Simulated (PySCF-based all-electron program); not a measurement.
**H6N2, singlet: how the functional moves the forces**

Calculated with an in-house all-electron program built on PySCF, in large uncontracted Gaussian sets near the basis limit; the spin-free Dirac equation, no spin–orbit coupling, spin-restricted. Forces are good to about 0.004 eV/Å. Atoms are numbered as listed.

```json
{"atom": "N", "x (Å)": "0.1854", "y (Å)": "0.0000", "z (Å)": "1.5685"}
{"atom": "H", "x (Å)": "0.0542", "y (Å)": "-0.8096", "z (Å)": "2.1622"}
{"atom": "H", "x (Å)": "0.0542", "y (Å)": "0.8096", "z (Å)": "2.1622"}
{"atom": "H", "x (Å)": "-0.5808", "y (Å)": "0.0000", "z (Å)": "0.9041"}
{"atom": "N", "x (Å)": "-0.1854", "y (Å)": "0.0000", "z (Å)": "-1.5685"}
{"atom": "H", "x (Å)": "-0.0542", "y (Å)": "-0.8096", "z (Å)": "-2.1622"}
{"atom": "H", "x (Å)": "0.5808", "y (Å)": "0.0000", "z (Å)": "-0.9041"}
{"atom": "H", "x (Å)": "-0.0542", "y (Å)": "0.8096", "z (Å)": "-2.1622"}
```

PBE forces:

```
atom      Fx      Fy  Fz (eV/Å)
  N1   0.301   0.000     -0.123
  H2  -0.016  -0.301      0.205
  H3  -0.016   0.301      0.205
  H4  -0.274   0.000     -0.271
  N5  -0.301   0.000      0.123
  H6   0.016  -0.301     -0.205
  H7   0.274   0.000      0.271
  H8   0.016   0.301     -0.205
```

(1) What forces does r2SCAN give?

Answers

(1) The forces move by 0.349 eV/Å (r.m.s. over the atoms) from PBE.

```json
{"atom": "N1", "Fx": "-0.008", "Fy": "0.000", "Fz (eV/Å)": "0.015"}
{"atom": "H2", "Fx": "0.009", "Fy": "-0.015", "Fz (eV/Å)": "0.007"}
{"atom": "H3", "Fx": "0.009", "Fy": "0.015", "Fz (eV/Å)": "0.007"}
{"atom": "H4", "Fx": "-0.013", "Fy": "0.000", "Fz (eV/Å)": "-0.021"}
{"atom": "N5", "Fx": "0.008", "Fy": "0.000", "Fz (eV/Å)": "-0.015"}
{"atom": "H6", "Fx": "-0.009", "Fy": "-0.015", "Fz (eV/Å)": "-0.007"}
{"atom": "H7", "Fx": "0.013", "Fy": "0.000", "Fz (eV/Å)": "0.021"}
{"atom": "H8", "Fx": "-0.009", "Fy": "0.015", "Fz (eV/Å)": "-0.007"}
```
